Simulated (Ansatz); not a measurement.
C4H4ClF (`FC1=CCC1Cl`). Total charge 0; spin multiplicity 1.

```xyz
10

F     1.3730   -1.6483   -1.0555
C     0.5878   -0.6951   -0.6031
C    -0.2411    0.1745   -1.1697
C    -0.6245    0.7614    0.1737
C     0.4094   -0.2223    0.7942
Cl   -0.2245   -1.4028    1.9627
H    -0.5210    0.4095   -2.1864
H    -1.6443    0.5554    0.5003
H    -0.3906    1.8177    0.3270
H     1.2756    0.2498    1.2568
```

**Question.** Give the diagnostics of a CCSD(T)/def2-TZVPP run (frozen core, Ansatz 0.2.0). (Estimate.)

**Answer.** Computed: T1 = 0.0110, largest single amplitude 0.015, largest double 0.063, (T) share of the correlation energy 4.2 %, 9 CCSD cycles. The RHF solution is stable towards an unrestricted one. T1 lies under the customary mark of 0.02 for closed shells.
